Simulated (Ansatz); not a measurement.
Diamond-structure Si was calculated with PBE in Ansatz (plane waves, PAW).

Numerical settings: plane-wave cutoff 500 eV, 12×12×1 k mesh (along the axes of the cell as run), gaussian smearing 0.02 eV, scalar-relativistic PAW data made under PBE.

**Question.** Give the computed surface energy of the (111) face.

**Answer.** 
surface energy of the (111) face: 2.80 J/m²

The slab of 12 atoms is relaxed and unreconstructed.

The computed numbers hold no vibrational or temperature effects.

Computing time: very roughly 90 core-seconds.

Ansatz is a first-principles code.
